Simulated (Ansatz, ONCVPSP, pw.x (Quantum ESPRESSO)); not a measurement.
From atom to crystal: ONCV potential for tungsten (W)

```
Element                 : tungsten (W)
Generator               : ONCVPSP 4.0.1.1 (patched build)
Type                    : optimised norm-conserving Vanderbilt (ONCV)
Functional              : PBEsol
Relativity              : scalar-relativistic
Frozen core             : [Kr] 4d10 4f14
Valence charge          : 14
Reference configuration : 5s2 5p6 5d4.5 6s1.5
Partial waves           : 5s+6s: rc 1.75 bohr, ncon 5, nbas 8, qcut 5.7 1/bohr, 2 projectors; 5p: rc 1.95 bohr, ncon 4, nbas 7, qcut 8.7 1/bohr, 2 projectors, debl 1 Ha; 5d: rc 2.55 bohr, ncon 5, nbas 10, qcut 6.1 1/bohr, 2 projectors, debl 3.3 Ha
Local potential         : polynomial inside 1.50 bohr (lpopt 5, dvloc0 2 Ha)
Core correction         : Teter function, parameters optimised by the program
```

In the p channel the program set the typed energies aside and used -1.554, 0.250 Ha.

Atomic tests: cutoffs needed: 26 Ha and 52 Ha (the cutoffs (Ha) at which the residual kinetic energy of the hardest occupied pseudo-wave falls to 1 and 0.1 mHa per electron); ghost test: no bound ghost flagged; no localised positive-energy state flagged; largest excitation error: -7.0 meV (all-electron minus pseudo) for 5s2 5p6 5d4 6s0, out of 4 test configurations.

Crystal test: diamond W in pw.x 7.5, no spin, 8³ k-points, Fermi–Dirac smearing 0.01 Ry, cutoffs 125/500 Ry. The reference is all-electron LAPW (Ansatz 0.2.0) with the same functional, mesh and smearing; V0 and B0 come from Birch–Murnaghan fits to the pressures at five volumes. Errors are pseudo minus all-electron; Δ is the rms difference of the E(V) curves that follow from these fits, minima aligned, over ±6 % about the mean V0. Mesh and smearing are coarse, so the numbers serve the comparison and aren't converged zero-temperature values; the lattice is a test structure that the element need not adopt.

All-electron: a0 = 5.760 Å (V0 = 23.89 Å³/atom), B0 = 129.0 GPa.

Question: How far does the potential miss the all-electron equation of state?

Answer: mean pressure error (GPa): -1.45; a0 (Å): 5.738; a0 error (%): -0.38; B0 error (%): -0.8; Δ (meV/atom): 7.7. The largest radius (2.55 bohr) exceeds half the bond length (2.36 bohr), so the spheres overlap, which is one possible source of error among others.

```csv
V (Å³/atom),P all-electron (GPa),P pseudo (GPa)
22.719,7.14,5.34
23.317,3.29,1.70
23.915,-0.12,-1.55
24.513,-3.15,-4.43
25.111,-5.84,-6.99
```

Question: At the middle volume, how do free energy and pressure move when the wave cutoff is lowered (ecutrho kept at four times it)?

Answer:

```tsv
cutoff (Ry)	shift of F (meV/atom)	shift of P (GPa)
56	+56.4	-0.71
75	+39.9	-0.11
100	+11.4	-0.41
```

The run at the middle volume (29 k-points, 8 iterations) took about 28 s on one core of a shared host (AMD EPYC 9R45, 192 threads, 1484 GiB, load 66).
